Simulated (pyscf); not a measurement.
# Hydrogen abstraction: HN=SiH–Cl + H atom (H•) → [HN=Si–Cl]• + hydrogen (H₂)

Gas phase, doublet surface, charge 0. Bonds broken: Si2–H5. Bonds formed: H5–H6. PySCF, gas phase, ωB97X-D3(BJ)/def2-SVP geometries.

Transition state (Å):

```xyz
6

N      0.2663    -0.8077    -1.4291
Si     0.1157     0.4783    -0.5185
Cl    -0.5745     2.2123    -1.3337
H      0.5995    -1.7151    -1.1183
H      0.3878     0.7727     0.9676
H      0.5782     1.1912     2.2450
```

One imaginary mode, 869i cm⁻¹; descent along it reached the two sides named.

| bond | change | reactant side (Å) | saddle | product side |
|---|---|---|---|---|
| Si2–H5 | breaks | 1.481 | 1.539 | 3.3 |
| H5–H6 | forms | 3.2 | 1.358 | 0.761 |

Electronic energies relative to the separated reactants (kJ/mol):

```json
[
 {"level": "ωB97X-D3(BJ)/def2-TZVP", "barrier": "25.7", "reaction energy": "-83.1", "reverse barrier": "108.8"},
 {"level": "PBE/def2-TZVP", "barrier": "7.6", "reaction energy": "-102.0", "reverse barrier": "109.6"},
 {"level": "r²SCAN/def2-TZVP", "barrier": "1.9", "reaction energy": "-103.9", "reverse barrier": "105.7"},
 {"level": "B3LYP-D3(BJ)/def2-TZVP", "barrier": "7.4", "reaction energy": "-107.6", "reverse barrier": "115.0"},
 {"level": "PBE0-D3(BJ)/def2-TZVP", "barrier": "14.6", "reaction energy": "-89.5", "reverse barrier": "104.0"},
 {"level": "M06-2X/def2-TZVP", "barrier": "28.5", "reaction energy": "-94.7", "reverse barrier": "123.2"},
 {"level": "ωB97M-D3(BJ)/def2-TZVP", "barrier": "26.0", "reaction energy": "-89.2", "reverse barrier": "115.2"},
 {"level": "HF/def2-TZVP", "barrier": "51.6", "reaction energy": "-65.2", "reverse barrier": "116.8"}
]
```

With ωB97M-D3(BJ)/def2-TZVP energies and thermal terms (ideal gas, 1 atm, RRHO with modes under 100 cm⁻¹ raised to 100, one conformer, R ln 2 for chiral ones without a mode under 150 cm⁻¹), in kJ/mol:

```
T (K)   ΔH‡    ΔG‡     ΔH      ΔG
-----  ----  -----  -----  ------
298    20.3   46.0  -85.8   -92.0
600    19.2   72.6  -85.9   -98.3
900    18.5   99.4  -87.8  -104.2
1200   17.9  126.5  -90.6  -109.2
```

HN=SiH–Cl lies 110.3 kJ/mol over its isomer H₂N–Si:–Cl [singlet] (electronic energy, ωB97M-D3(BJ)/def2-TZVP). This is the saddle that the search found; another between the same sides may lie lower. The angle at the transferred H is 173°.
